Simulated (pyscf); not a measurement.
PySCF, gas phase, ωB97X-D3(BJ)/def2-SVP geometries. Correlated levels are frozen-core, on RHF or UHF. ΔMP2 is the change of the MP2 total energy from the triple- to the quadruple-zeta basis.

Task: For the elementary gas-phase step hydrogen fluoride (HF) + H₂B–B(F)–F -> boron trifluoride (F–B(F)–F) + borane (BH₃) (singlet surface; F–H, B–B broken, B–F, B–H formed), what barrier and reaction energy does CCSD(T)/def2-TZVPP + ΔMP2(QZVPP) give, measured from the separated reactants?

Result: ΔE‡ = 26.1 kcal/mol, ΔE = -36.4 kcal/mol. Zero-point energy shifts the barrier by 0.0 kcal/mol. It is a four-centre exchange, with an imaginary mode of 1208i cm⁻¹. At the saddle there is also a short B–H contact that neither side keeps. One saddle was located; it need not be the lowest between these sides. The CCSD(T) − MP2 part came from Ansatz, without density fitting, on the same reference.
